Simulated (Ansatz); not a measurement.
# N2H4 (triplet): the correlation ladder at distance N1–H4 along a hydrogen transfer = 1.406 Å, cc-pVDZ

Aim: climb from Hartree-Fock through coupled cluster and multireference methods for N2H4 (triplet) at one geometry and basis, and see what each rung misses.

The runs use Ansatz 0.2.0, Gaussian basis; cc-pVDZ, core rule «outside noble gas», up to 2 orbitals frozen.

Plan: UHF; CCSD(T) on ROHF; CCSD(T) on UHF; BCCD(T) on ROHF; CISD; CCSDT(Q) on ROHF; CCSDT(Q) on UHF; CASSCF and MRCISD+Q, 4 electrons in 4 orbitals; CASSCF and NEVPT2, 4 electrons in 4 orbitals; CASSCF and NEVPT2, 10 electrons in 10 orbitals.

8 further runs of the same task are left out: 7 that didn't finish, 1 set aside as unsound or not needed.

**1. What is computed**

The geometry derives from fragments relaxed apart (PBE0/def2-TZVP) and kept rigid, so it is no stationary point. A hydrogen atom is moved between rigid fragments.

6 atoms, charge 0, spin multiplicity 3.

Atoms are counted from 1 here; the program's logs count them from 0.

Bond lengths: N1–H2 1.012 Å, N1–H3 1.012 Å, H4–N5 1.197 Å, N5–H6 1.040 Å. Angles: H2–N1–H3 107.1°, H4–N5–H6 105.0°.

Geometry (Å):

```csv
atom,x (Å),y (Å),z (Å)
N1,-1.2536,0.0138,-0.0277
H2,-1.5509,0.9816,-0.0277
H3,-1.5509,-0.3885,0.8526
H4,0.1524,0.0138,-0.0277
N5,1.3494,0.0138,-0.0277
H6,1.6185,-0.9904,-0.0277
```

**2. UHF**

Contents of in.yaml:

```yaml
crystal:
  periodic: [false, false, false]
  atoms:
    - {symbol: N, position_ang: [-1.253612, 0.013798, -0.027687]}
    - {symbol: H, position_ang: [-1.550892, 0.981632, -0.027687]}
    - {symbol: H, position_ang: [-1.550892, -0.388500, 0.852572]}
    - {symbol: H, position_ang: [0.152388, 0.013798, -0.027687]}
    - {symbol: N, position_ang: [1.349388, 0.013798, -0.027687]}
    - {symbol: H, position_ang: [1.618469, -0.990428, -0.027687]}
basis:
  gaussian: {orbitals: cc-pVDZ}
magnetization: {spin_polarized: true, initial_magnetization: 2}
hamiltonian: {xc: hf}
output: {orbitals: {seedname: orbitals}}
```

Started as:

```bash
$ ansatz run in.yaml --threads 1 --pin off --events-out ev --progress --plain --max-ram 2393MiB
```

After this run come: CCSD(T) on ROHF; CCSD(T) on UHF; BCCD(T) on ROHF; CISD; CCSDT(Q) on ROHF; CCSDT(Q) on UHF; CASSCF and MRCISD+Q, 4 electrons in 4 orbitals; CASSCF and NEVPT2, 4 electrons in 4 orbitals; CASSCF and NEVPT2, 10 electrons in 10 orbitals.

Before running them: what should the planned runs give, taken together? Wanted: UCCSDT(Q) below the RHF energy; RMP2 from UCCSDT(Q); UMP2 from UCCSDT(Q); RCCSD from UCCSDT(Q); RCCSD(T) from UCCSDT(Q); UCCSD(T) from UCCSDT(Q); RCCSDT(Q) from UCCSDT(Q); NEVPT2 pair from UCCSDT(Q); MRCISD+Q pair from UCCSDT(Q).

The runs gave:

```
                         quantity                      value
   UCCSDT(Q) below the RHF energy                 -9.9647 eV
              RMP2 from UCCSDT(Q)            +31.39 kcal/mol
              UMP2 from UCCSDT(Q)            +30.59 kcal/mol
             RCCSD from UCCSDT(Q)             +6.22 kcal/mol
          RCCSD(T) from UCCSDT(Q)             +1.16 kcal/mol
          UCCSD(T) from UCCSDT(Q)             +1.07 kcal/mol
         RCCSDT(Q) from UCCSDT(Q)             +0.05 kcal/mol
       NEVPT2 pair from UCCSDT(Q)            +28.10 kcal/mol
     MRCISD+Q pair from UCCSDT(Q)             +3.61 kcal/mol
    NEVPT2 valence from UCCSDT(Q)            +29.46 kcal/mol
levels within 1 kcal/mol (43 meV)  RCCSDT, UCCSDT, RCCSDT(Q)
                    T1 diagnostic                      0.048
   effectively unpaired electrons                       2.02
```

RCCSD(T) lands +1.16 kcal/mol from the yardstick (0.5 % of the correlation energy). The occupations are near whole numbers, but T1 = 0.048 shows that the orbitals relax strongly. Of the multireference levels listed MRCISD+Q pair comes nearest in total energy (+3.61 kcal/mol), which doesn't show that its space is the better one. These misses are within one basis, not against nature; the frozen cores of restricted and unrestricted runs differ, which can shift their rows.
